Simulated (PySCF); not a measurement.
# TDDFT excited states: C5H9F

C5H9F.
SMILES with atom numbers: `[CH3:1]/[CH:2]=[C:3](\[CH3:4])[CH2:5][F:6]` (hydrogens: H7, H8, H9 on C1; H10 on C2; H11, H12, H13 on C4; H14, H15 on C5)

Method: TDDFT CAM-B3LYP/def2-SVPD, vertical, gas phase, core orbitals frozen in the response in PySCF. The structure is a single PBE0-D3(BJ)/def2-SVP conformer in the gas phase; no vibrational or solvent corrections. Torsions of this conformer, `[CH3:1]/[CH:2]=[C:3](\[CH3:4])[CH2:5][F:6]`: C2–C3–C5–F6 -2°.

| state | E (eV) | E (hartree) | f | main configurations (H = HOMO, L = LUMO) |
| --- | --- | --- | --- | --- |
| S1 | 6.60 | 0.2424 | 0.0008 | H→L (93%) |
| S2 | 7.13 | 0.2622 | 0.529 | H→L+1 (97%) |
| S3 | 7.26 | 0.2670 | 0.0096 | H→L+2 (80%), H→L+3 (12%) |
| S4 | 7.45 | 0.2737 | 0.0077 | H→L+3 (77%), H→L+2 (14%) |
| S5 | 8.35 | 0.3069 | 0.0008 | H→L+4 (57%), H→L+5 (15%), H-1→L+1 (12%) |
| S6 | 8.44 | 0.3103 | 0.0009 | H-1→L+1 (70%), H→L+4 (18%) |
| S7 | 8.50 | 0.3122 | 0.022 | H→L+5 (74%), H→L+4 (11%) |
| S8 | 8.78 | 0.3226 | 0.0027 | H→L+6 (80%) |
| S9 | 8.86 | 0.3256 | 0.0038 | H-2→L+1 (61%), H→L+7 (19%) |
| S10 | 8.87 | 0.3261 | 0.012 | H→L+7 (67%), H-2→L+1 (20%) |

Triplets (Tamm–Dancoff): T1 4.29 eV, H→L+1 (90%); T2 6.48 eV, H→L (90%); T3 7.18 eV, H→L+2 (82%), H→L+3 (9%); T4 7.36 eV, H→L+3 (78%), H→L+2 (10%).

The lowest singlet comes at 188 nm (636 kJ/mol) in the vacuum ultraviolet; it is very weak; its leading configuration is HOMO→LUMO (93%). The strongest level in the table is S2 at 7.13 eV (174 nm, f = 0.529). Löwdin shares by element: HOMO carbon 79% or more (atoms not listed hold the other 21%); LUMO carbon 43% or more, hydrogen 8% or more (atoms not listed hold the other 49%). Orbital energies (eV): HOMO-3 -11.38, HOMO-2 -11.29, HOMO-1 -10.87, HOMO -8.20, LUMO 1.27, LUMO+1 1.61, LUMO+2 1.85. Weighted by f, the mean energy of these states is 7.25 eV. The listed states span 2.28 eV, and the widest gap between neighbours is 0.90 eV (S4 to S5). All these states lie below the vertical ionisation energy of 9.01 eV (ΔSCF). Only the lowest 10 singlets were computed, as vertical energies without vibronic structure.
